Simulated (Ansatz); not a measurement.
Start from `CC(C)=N` and change one atom or group to get `CC(=N)C#N`.

Ansatz, PBE0-D4/def2-TZVP geometries, multiplicity 1. Each molecule was computed in one conformer, which needn't be the lowest.

```json
{"property": "LUMO energy (B3LYP/def2-TZVPP) / eV", "`CC(C)=N`": "-0.03"}
{"property": "size of the dipole moment (ωB97M-V/def2-TZVPP) / D", "`CC(C)=N`": "2.45"}
{"property": "HOMO–LUMO gap (ωB97M-V/def2-TZVPP) / eV", "`CC(C)=N`": "12.22"}
{"property": "zero-point energy (PBE0-D4/def2-TZVP) / kJ/mol", "`CC(C)=N`": "254.2"}
{"property": "HOMO energy (PBE0/def2-TZVPP) / eV", "`CC(C)=N`": "-7.39"}
{"property": "LUMO energy (PBE0/def2-TZVPP) / eV", "`CC(C)=N`": "0.24"}
```

Problem. Give the same properties after the change, and the shifts. (Estimate.)

Solution. The calculation gave: 
| property | `CC(=N)C#N` | shift |
| --- | --- | --- |
| LUMO energy (B3LYP/def2-TZVPP) / eV | -2.10 | -2.07 |
| size of the dipole moment (ωB97M-V/def2-TZVPP) / D | 4.74 | 2.29 |
| HOMO–LUMO gap (ωB97M-V/def2-TZVPP) / eV | 11.58 | -0.64 |
| zero-point energy (PBE0-D4/def2-TZVP) / kJ/mol | 177.9 | -76.3 |
| HOMO energy (PBE0/def2-TZVPP) / eV | -8.72 | -1.33 |
| LUMO energy (PBE0/def2-TZVPP) / eV | -1.86 | -2.10 |

With PBE0 the HOMO falls by 1.33 eV and the LUMO falls by 2.10 eV, so the gap narrows by about 0.77 eV. PBE moves the HOMO by -1.23 eV and ωB97M-V by -1.35 eV. The zero-point energy changes by -76.3 kJ/mol with -6 modes. Dipoles are sizes alone; their direction can turn.

B3LYP here is the variant with VWN-RPA as its local correlation; programs differ in this.
